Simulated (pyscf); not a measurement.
7 gas-phase steps of one pattern: four-centre exchange on the singlet surface, Al/Ga/In–F/Cl/Br/I, H–H broken and Al/Ga/In–H, F/Cl/Br/I–H formed. Optimised with ωB97X-D3(BJ)/def2-SVP in PySCF. Electronic energies in kcal/mol, from the separated reactants; ΔE‡ at ωB97M-D3(BJ)/def2-TZVP, beside the barrier at B3LYP-D3(BJ)/def2-TZVP on the same structures. Rows were drawn at random from the steps of this pattern with a verified saddle, stable references and no exit in the data more than 5 kcal/mol lower.

```
row                                                                                                                        step  ΔE‡(B3LYP-D3(BJ))   ΔE‡
---  --------------------------------------------------------------------------------------------------------------------------  -----------------  ----
1                         F–GaH–SeH (SMILES [F][GaH][SeH]) + H₂ (SMILES [H][H]) → H₂Ga–SeH (SMILES [GaH2][SeH]) + HF (SMILES F)               26.2  25.8
2                         H₂N–GaH–F (SMILES [NH2][GaH][F]) + H₂ (SMILES [H][H]) → H₂N–GaH₂ (SMILES [NH2][GaH2]) + HF (SMILES F)               27.2  26.8
3                     H₂N–InH–Cl (SMILES [NH2][InH][Cl]) + H₂ (SMILES [H][H]) → H₂N–InH₂ (SMILES [NH2][InH2]) + HCl (SMILES Cl)               31.8  33.1
4                     H₂N–GaH–Cl (SMILES [NH2][GaH][Cl]) + H₂ (SMILES [H][H]) → H₂N–GaH₂ (SMILES [NH2][GaH2]) + HCl (SMILES Cl)               33.8  34.9
5                                    Cl–GaH₂ (SMILES [Cl][GaH2]) + H₂ (SMILES [H][H]) -> GaH₃ (SMILES [GaH3]) + HCl (SMILES Cl)               28.9  29.9
6                    H₃C–GaH–Cl (SMILES [CH3][GaH][Cl]) + H₂ (SMILES [H][H]) -> H₃C–GaH₂ (SMILES [CH3][GaH2]) + HCl (SMILES Cl)               29.5     ?
7    H₃C–Ga(CH₃)–Cl (SMILES [CH3][Ga]([CH3])[Cl]) + H₂ (SMILES [H][H]) → H₃C–GaH–CH₃ (SMILES [CH3][GaH][CH3]) + HCl (SMILES Cl)               30.1  31.0
```

Q: From a straight line through the complete rows, estimate the missing barrier and say how far the line can be trusted.

A: Over the 6 complete rows the means are +29.7 (ΔE‡(B3LYP-D3(BJ))) and 30.2 (ΔE‡); least squares gives b = 1.23 and a = -6.2 kcal/mol, with residuals of 0.4 kcal/mol (root mean square; largest 0.6, row 5). For row 6: -6.2 + 1.23 × (+29.5) = 30.1 kcal/mol. The computed barrier is 30.5 kcal/mol, 0.4 over the line. The line follows these rows closely. Each barrier is that of the saddle found. Elements up to Kr have no core potential and no relativistic terms here. Elements past Kr carry the def2 core potentials, without spin-orbit coupling.
